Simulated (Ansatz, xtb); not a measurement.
## Relative energy of two isomers of C4H9NS

We compare I, `CC/N=C(/C)S`, a singlet, with II, `CC/N=C(\C)S`, a singlet. Both are isolated molecules in the gas phase, relaxed with B3LYP-D3(BJ)/def2-SVP; each stands in its lowest conformer found.

I (Å):

```xyz
15

C    -2.3054    1.9508   -0.1665
C    -0.9148    2.0766   -0.7915
C    -0.3704    0.1878   -2.1153
C    -0.3347   -0.5650   -3.4188
N    -0.8448    1.3570   -2.0454
S     0.2923   -0.7025   -0.6687
H    -2.5195    0.9038    0.0990
H    -3.0777    2.2898   -0.8737
H    -2.3765    2.5597    0.7483
H    -0.7023    3.1387   -0.9995
H    -0.1468    1.7327   -0.0689
H    -0.9204   -1.4957   -3.3484
H    -0.7570    0.0743   -4.2050
H     0.6993   -0.8385   -3.6848
H     0.6948   -1.7907   -1.3592
```

II (Å):

```xyz
15

C    -0.5445   -1.1680    3.0166
C     0.2168   -0.8605    1.7336
C     1.4263   -2.0206    0.0765
C     1.7427   -0.7758   -0.7214
N     0.7595   -2.0777    1.1535
S     2.0973   -3.5097   -0.6448
H    -0.9589   -0.2500    3.4628
H    -1.3733   -1.8640    2.8143
H     0.1202   -1.6460    3.7527
H     1.0289   -0.1362    1.9447
H    -0.4547   -0.3530    1.0123
H     2.2936   -0.0567   -0.0935
H     2.3427   -0.9912   -1.6154
H     0.8079   -0.2837   -1.0362
H     1.6123   -4.3267    0.3180
```

Question: Estimate E(II) − E(I) at the level CCSD(T)/def2-SVP + ΔMP2/def2-TZVPP.

Answer: Calculated at CCSD(T)/def2-SVP + ΔMP2/def2-TZVPP: E(II) − E(I) = +0.117 eV, so structure I lies lower.

How the difference moves with the method:

| level | geometry | E(II) − E(I) (eV) | departure from the last row (eV) | job, with rough time for the two |
| --- | --- | --- | --- | --- |
| GFN2-xTB | GFN2-xTB | +0.139 | +0.022 | optimisation, 0.51 s |
| HF/STO-3G | GFN2-xTB | −0.081 | −0.198 | single point, 1.4 s |
| r2SCAN-D4/def2-SVP | GFN2-xTB | +0.114 | −0.003 | single point, 10 s |
| B3LYP-D3(BJ)/def2-SVP | B3LYP-D3(BJ)/def2-SVP | +0.088 | −0.029 | optimisation, 3.6 min |
| HF/def2-SVP | B3LYP-D3(BJ)/def2-SVP | +0.040 | −0.077 | part of the CCSD(T) run |
| MP2/def2-SVP | B3LYP-D3(BJ)/def2-SVP | +0.091 | −0.026 | part of the CCSD(T) run |
| CCSD(T)/def2-SVP | B3LYP-D3(BJ)/def2-SVP | +0.085 | −0.032 | single point |
| CCSD(T)/def2-SVP + ΔMP2/def2-TZVPP | B3LYP-D3(BJ)/def2-SVP | +0.117 |  | single point, 2.5 min |

As drawn, both hold the same kinds of bond in the same numbers.

HF/STO-3G puts the two in the other order. The largest departure from CCSD(T)/def2-SVP + ΔMP2/def2-TZVPP is that of HF/STO-3G, 0.198 eV. The last row adds to CCSD(T) the change of the MP2 difference between the two basis sets, here +0.032 eV.

With thermal terms from frequencies at re-optimised GFN2-xTB minima (ideal gas, soft modes damped towards free rotors, one conformer each, 298.15 K, 1 atm): the zero-point term adds −0.011 eV; ΔH is +0.108 and ΔG +0.098 eV.

The correlated steps freeze 10 core orbitals. Programs: Ansatz 0.2.0, xtb 6.7.1; the last row on 2 threads of Intel(R) Xeon(R) Processor @ 2.50GHz (Skylake/Cascade Lake) on a shared host.
